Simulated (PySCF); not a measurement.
5-methylthiazole, C4H5NS.
SMILES: `Cc1cncs1`

The closed-shell ground state was solved at several levels (PySCF, density fitting, gas phase, non-relativistic). Isolated species at its PBE0-D3(BJ)/def2-SVP geometry, gas phase.

| level | basis functions | HOMO (eV) | LUMO (eV) | gap (eV) | dipole (D) |
| --- | --- | --- | --- | --- | --- |
| B3LYP/cc-pVTZ | 254 | -6.75 | -0.90 | 5.85 | 1.97 |
| B3LYP/6-31G* | 98 | -6.54 | -0.59 | 5.95 | 1.86 |
| PBE0/pcSseg-1 | 134 | -7.08 | -0.76 | 6.32 | 2.09 |
| PBE0/def2-SVPD | 167 | -7.08 | -0.81 | 6.27 | 2.05 |

(1) What might B3LYP/def2-TZVP (222 basis functions) give for the same quantities?

(2) Over all these levels, which gives the widest orbital gap and which the narrowest?

(3) How much does the basis alone move the frontier levels among the 3 B3LYP rows (the withheld one included)?

(4) How far do the dipole and the HOMO energy spread over the levels?

Results:

(1) HOMO -6.78 eV, LUMO -0.95 eV, gap 5.83 eV, dipole 2.04 D.

(2) PBE0/pcSseg-1 (global hybrid, 25 % exact exchange) has the widest, 6.32 eV, and B3LYP/def2-TZVP (global hybrid, 20 % exact exchange) the narrowest, 5.83 eV. Functional and basis both differ between the two, so the spread mixes both effects.

(3) The HOMO by 0.24 eV and the LUMO by 0.36 eV. By rising basis size (HOMO, LUMO in eV): 6-31G* -6.54, -0.59; def2-TZVP -6.78, -0.95; cc-pVTZ -6.75, -0.90.

(4) The dipole runs from 1.86 to 2.09 D (mean 2.00 D) and the HOMO from -7.08 to -6.54 eV.
